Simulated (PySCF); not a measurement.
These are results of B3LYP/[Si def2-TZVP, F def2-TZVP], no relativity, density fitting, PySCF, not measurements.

```xyz
3
charge 0 multiplicity 1, angstrom
Si    0.0000    0.0000   -0.5903
F     1.2399    0.0000    0.4352
F    -1.2399    0.0000    0.4352
```

SiF₂ (singlet), along the line from Si1 (at 0) through F2 (at 1.609 Å).

Q: Tabulate the fields along this line at -0.48, -0.32, -0.16, 0.08, 0.24, 0.40, 0.56, 0.72, 0.88, 1.05, 1.21, 1.37, 1.53, 1.77, 1.93, 2.09, 2.25, 2.41, 2.57 Å.

A: 
```json
{"distance (Å)": "-0.48", "electron density (e/Å³)": "2.33", "electron localisation function": "0.298", "electrostatic potential (V)": "70.8"}
{"distance (Å)": "-0.32", "electron density (e/Å³)": "15.1", "electron localisation function": "0.85", "electrostatic potential (V)": "154"}
{"distance (Å)": "-0.16", "electron density (e/Å³)": "74.2", "electron localisation function": "0.615", "electrostatic potential (V)": "558"}
{"distance (Å)": "0.08", "electron density (e/Å³)": "250", "electron localisation function": "0.358", "electrostatic potential (V)": "1600"}
{"distance (Å)": "0.24", "electron density (e/Å³)": "36.1", "electron localisation function": "0.855", "electrostatic potential (V)": "269"}
{"distance (Å)": "0.40", "electron density (e/Å³)": "5.92", "electron localisation function": "0.671", "electrostatic potential (V)": "102"}
{"distance (Å)": "0.56", "electron density (e/Å³)": "1.25", "electron localisation function": "0.0803", "electrostatic potential (V)": "53.1"}
{"distance (Å)": "0.72", "electron density (e/Å³)": "0.951", "electron localisation function": "0.238", "electrostatic potential (V)": "31.4"}
{"distance (Å)": "0.88", "electron density (e/Å³)": "1.5", "electron localisation function": "0.732", "electrostatic potential (V)": "22.6"}
{"distance (Å)": "1.05", "electron density (e/Å³)": "2.93", "electron localisation function": "0.833", "electrostatic potential (V)": "27.6"}
{"distance (Å)": "1.21", "electron density (e/Å³)": "6.12", "electron localisation function": "0.795", "electrostatic potential (V)": "62.3"}
{"distance (Å)": "1.37", "electron density (e/Å³)": "11.8", "electron localisation function": "0.272", "electrostatic potential (V)": "196"}
{"distance (Å)": "1.53", "electron density (e/Å³)": "210", "electron localisation function": "0.978", "electrostatic potential (V)": "1070"}
{"distance (Å)": "1.77", "electron density (e/Å³)": "25.6", "electron localisation function": "0.149", "electrostatic potential (V)": "393"}
{"distance (Å)": "1.93", "electron density (e/Å³)": "8.8", "electron localisation function": "0.721", "electrostatic potential (V)": "102"}
{"distance (Å)": "2.09", "electron density (e/Å³)": "3.79", "electron localisation function": "0.861", "electrostatic potential (V)": "32"}
{"distance (Å)": "2.25", "electron density (e/Å³)": "1.46", "electron localisation function": "0.839", "electrostatic potential (V)": "10.3"}
{"distance (Å)": "2.41", "electron density (e/Å³)": "0.56", "electron localisation function": "0.758", "electrostatic potential (V)": "3"}
{"distance (Å)": "2.57", "electron density (e/Å³)": "0.229", "electron localisation function": "0.617", "electrostatic potential (V)": "0.41"}
```

On a grid of 0.08 Å the density has a local minimum along the bond near 0.64 Å from Si, at 0.93 e/Å³, where the ELF is 0.09.
